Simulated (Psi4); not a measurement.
## A ladder of methods for C2H6O (dimethyl ether)

C2H6O has 9 atoms, charge 0, and is taken as a singlet. As SMILES, `COC`. The shape was relaxed beforehand at PBE0/def2-TZVP.

Quantity: the dipole moment, in D. The values are calculated.

**The experiment to reproduce.** NIST CCCBDB gives the dipole moment of the gas as 1.30 D.

```csv
level,kind,program,value (D),computed − measured,CPU time
r2SCAN-D4/def2-TZVPP (density fitting),meta-GGA,Psi4,1.15,-0.15,4.1 min
B3LYP-D4/def2-TZVPP (density fitting),global hybrid,Psi4,1.21,-0.09,60 s
PBE0-D4/def2-TZVPP (density fitting),global hybrid,Psi4,1.21,-0.09,57 s
wB97M-V/def2-TZVPP (density fitting),range-separated hybrid,Psi4,1.22,-0.08,4.4 min
```

Nearest: wB97M-V/def2-TZVPP (density fitting) (-0.08 D); farthest: r2SCAN-D4/def2-TZVPP (density fitting) (-0.15 D). The measured dipole is a vibrational average, so differences of a few hundredths of a debye mean little. Computed less measured by kind, in D (def2-TZVPP rows): meta-GGA -0.15; global hybrid -0.09 to -0.09; range-separated hybrid -0.08. Magnitudes only. Times are those of the runs behind each value, whatever else they computed, on shared processors of several kinds: orders of magnitude only.
